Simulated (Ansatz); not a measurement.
We consider solid iodine, described by r²SCAN (PAW; Ansatz, a first-principles code).

Run with plane-wave cutoff 600 eV, 6×6×2 k mesh (along the axes of the cell as run), finite displacements, scalar-relativistic PAW data made under PBE.

Cell (measured lattice):

```cif
data_I8
_chemical_formula_sum 'I8'
_space_group_name_H-M_alt 'Cmce'
_space_group_IT_number 64
_space_group_name_Hall '-C 2ac 2'
_cell_length_a 7.25790
_cell_length_b 4.78280
_cell_length_c 9.82380
_cell_angle_alpha 90.000
_cell_angle_beta 90.000
_cell_angle_gamma 90.000
loop_
_atom_site_label
_atom_site_type_symbol
_atom_site_symmetry_multiplicity
_atom_site_Wyckoff_symbol
_atom_site_fract_x
_atom_site_fract_y
_atom_site_fract_z
_atom_site_occupancy
I1 I 8 f 0.00000 0.15206 0.11940 1
```
(The calculation used a cell of 4 atoms; values per cell refer to that cell.)

Q: What does this level give for the electronic dielectric constant ε∞ (mean over three axes)?

A: 
- electronic dielectric constant ε∞ (mean over three axes): 8.54

Note: the run finds an imaginary mode (35i cm⁻¹), so the cell is a saddle point at this level; the cell isn't this level's own, so it is under some stress, which shifts stiffness and frequencies.

Spin–orbit coupling is not included.

It cost roughly 30 core-minutes of CPU time.
